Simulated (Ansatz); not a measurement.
hcp Zn, treated with PBEsol (PAW; Ansatz, a first-principles code).

Settings: plane-wave cutoff 520 eV, 24×24×12 k mesh (along the axes of the cell as run), Fermi–Dirac smearing 0.05 eV, scalar-relativistic PAW data made under PBE.

Starting structure:

```
CELL_PARAMETERS angstrom
      2.66000     0.00000     0.00000
     -1.33000     2.30363     0.00000
      0.00000     0.00000     4.95000
ATOMIC_POSITIONS crystal
  Zn 0.66667 0.33333 0.75000
  Zn 0.33333 0.66667 0.25000
```

Task: Into what structure does the relaxation of cell and atoms lead at this level, with the symmetry of the start kept?

Result: The volume drops by 6.2 %; final space group P6_3/mmc.
```
CELL_PARAMETERS angstrom
      2.59809     0.00000     0.00000
     -1.29905     2.25001     0.00000
      0.00000     0.00000     4.86595
ATOMIC_POSITIONS crystal
  Zn 0.66667 0.33333 0.75000
  Zn 0.33333 0.66667 0.25000
```
